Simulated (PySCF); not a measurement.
# Atomic charges against the basis set

Species: CH₆OSi.
Atom-mapped SMILES: `[CH3:1][SiH2:2][OH:3]` (hydrogens: H4, H5, H6 on C1; H7, H8 on Si2; H9 on O3)

PBE0 throughout (PySCF), one geometry, spherical d and f functions. Geometry: PBE0-D3(BJ)/def2-SVP, one conformer, isolated molecule. Atoms taken as equivalent share a column and are averaged.

Mulliken charges (e):

| basis | functions | C1 | Si2 | O3 | H4/H5/H6 | H7/H8 | H9 |
| --- | --- | --- | --- | --- | --- | --- | --- |
| STO-3G | 25 | -0.410 | +0.717 | -0.441 | +0.071 | -0.133 | +0.187 |
| 6-31G | 43 | -0.840 | +0.906 | -0.807 | +0.200 | -0.130 | +0.402 |
| pcSseg-0 | 43 | -1.212 | +1.065 | -0.834 | +0.261 | -0.095 | +0.388 |
| 6-31G* | 58 | -0.781 | +0.693 | -0.746 | +0.199 | -0.099 | +0.437 |
| cc-pVDZ | 76 | -0.283 | +0.461 | -0.369 | +0.065 | -0.085 | +0.166 |
| def2-SVP | 76 | -0.381 | +0.598 | -0.426 | +0.077 | -0.107 | +0.193 |
| 6-311+G(2d,p) | 125 | -0.725 | +0.818 | -0.666 | +0.159 | -0.085 | +0.265 |
| aug-cc-pVDZ | 127 | +0.382 | +0.541 | -0.703 | -0.232 | +0.179 | +0.116 |
| def2-TZVP | 135 | -0.506 | +0.407 | -0.542 | +0.139 | -0.047 | +0.319 |
| IGLO-III | 174 | -0.641 | +0.983 | -0.642 | +0.141 | -0.190 | +0.257 |
| cc-pVTZ | 178 | -0.394 | +0.383 | -0.369 | +0.103 | -0.062 | +0.195 |

IAO charges (e):

```json
{"basis": "STO-3G", "functions": "25", "C1": "-0.664", "Si2": "+0.892", "O3": "-0.585", "H4/H5/H6": "+0.131", "H7/H8": "-0.135", "H9": "+0.235"}
{"basis": "6-31G", "functions": "43", "C1": "-0.738", "Si2": "+0.857", "O3": "-0.746", "H4/H5/H6": "+0.165", "H7/H8": "-0.110", "H9": "+0.351"}
{"basis": "pcSseg-0", "functions": "43", "C1": "-0.745", "Si2": "+0.871", "O3": "-0.725", "H4/H5/H6": "+0.163", "H7/H8": "-0.115", "H9": "+0.338"}
{"basis": "6-31G*", "functions": "58", "C1": "-0.740", "Si2": "+0.988", "O3": "-0.772", "H4/H5/H6": "+0.156", "H7/H8": "-0.148", "H9": "+0.354"}
{"basis": "cc-pVDZ", "functions": "76", "C1": "-0.737", "Si2": "+0.982", "O3": "-0.771", "H4/H5/H6": "+0.155", "H7/H8": "-0.148", "H9": "+0.357"}
{"basis": "def2-SVP", "functions": "76", "C1": "-0.731", "Si2": "+0.997", "O3": "-0.767", "H4/H5/H6": "+0.152", "H7/H8": "-0.154", "H9": "+0.353"}
{"basis": "6-311+G(2d,p)", "functions": "125", "C1": "-0.761", "Si2": "+1.021", "O3": "-0.805", "H4/H5/H6": "+0.161", "H7/H8": "-0.153", "H9": "+0.369"}
{"basis": "aug-cc-pVDZ", "functions": "127", "C1": "-0.748", "Si2": "+0.989", "O3": "-0.797", "H4/H5/H6": "+0.159", "H7/H8": "-0.145", "H9": "+0.369"}
{"basis": "def2-TZVP", "functions": "135", "C1": "-0.764", "Si2": "+1.034", "O3": "-0.804", "H4/H5/H6": "+0.160", "H7/H8": "-0.157", "H9": "+0.368"}
{"basis": "IGLO-III", "functions": "174", "C1": "-0.764", "Si2": "+1.031", "O3": "-0.808", "H4/H5/H6": "+0.161", "H7/H8": "-0.156", "H9": "+0.370"}
{"basis": "cc-pVTZ", "functions": "178", "C1": "-0.762", "Si2": "+1.020", "O3": "-0.800", "H4/H5/H6": "+0.161", "H7/H8": "-0.154", "H9": "+0.368"}
```

Hirshfeld charges (e):

```tsv
basis	functions	C1	Si2	O3	H4/H5/H6	H7/H8	H9
STO-3G	25	-0.135	+0.447	-0.279	+0.011	-0.094	+0.121
6-31G	43	-0.200	+0.392	-0.341	+0.045	-0.080	+0.173
pcSseg-0	43	-0.204	+0.421	-0.335	+0.039	-0.088	+0.175
6-31G*	58	-0.200	+0.368	-0.315	+0.046	-0.085	+0.178
cc-pVDZ	76	-0.210	+0.388	-0.304	+0.045	-0.089	+0.172
def2-SVP	76	-0.213	+0.395	-0.309	+0.045	-0.091	+0.174
6-311+G(2d,p)	125	-0.216	+0.401	-0.319	+0.045	-0.085	+0.169
aug-cc-pVDZ	127	-0.225	+0.403	-0.317	+0.047	-0.084	+0.166
def2-TZVP	135	-0.219	+0.393	-0.315	+0.047	-0.086	+0.173
IGLO-III	174	-0.221	+0.391	-0.313	+0.047	-0.083	+0.169
cc-pVTZ	178	-0.220	+0.393	-0.311	+0.047	-0.086	+0.171
```

Some averages cover members that differ in this geometry, most widely: H4/H5/H6, Mulliken in aug-cc-pVDZ -0.271 to -0.210; H7/H8, IAO in 6-31G -0.125 to -0.095; H7/H8, Mulliken in cc-pVTZ -0.077 to -0.047; H7/H8, IAO in pcSseg-0 -0.129 to -0.100 e.

Question: Which scheme is steadiest as the basis changes?

Answer: Largest range over the bases for any column: Hirshfeld 0.09 e, IAO 0.22 e, Mulliken 1.59 e. Hirshfeld charges move least and Mulliken charges most, counted in e. Without the minimal STO-3G basis the ranges are Hirshfeld 0.05, IAO 0.18, Mulliken 1.59 e.

Question: How much do the charges still move between the two largest bases, IGLO-III and cc-pVTZ?

Answer: At most, over all atoms: Mulliken 0.600 e, IAO 0.011 e, Hirshfeld 0.004 e.

Question: What do the same runs give for the total energy, the frontier levels and the dipole moment?

Answer: 
```
        basis  energy (Eh)  HOMO (eV)  LUMO (eV)  μ (D)
       STO-3G    -401.3222      -4.09       7.71   1.24
        6-31G    -406.1141      -8.13       0.91   2.21
     pcSseg-0    -405.5851      -8.24       1.07   1.94
       6-31G*    -406.1889      -8.15       1.06   1.80
      cc-pVDZ    -406.2142      -8.16       1.08   1.67
     def2-SVP    -406.0377      -8.25       1.11   1.71
6-311+G(2d,p)    -406.2712      -8.45      -0.13   1.73
  aug-cc-pVDZ    -406.2308      -8.39      -0.29   1.62
    def2-TZVP    -406.2838      -8.41       0.45   1.68
     IGLO-III    -406.2886      -8.42       0.34   1.63
      cc-pVTZ    -406.2808      -8.36       0.62   1.62
```

The dipole is fixed by the density alone, so its range of 0.97 D shows that the density itself changes with the basis, not only its division among atoms.
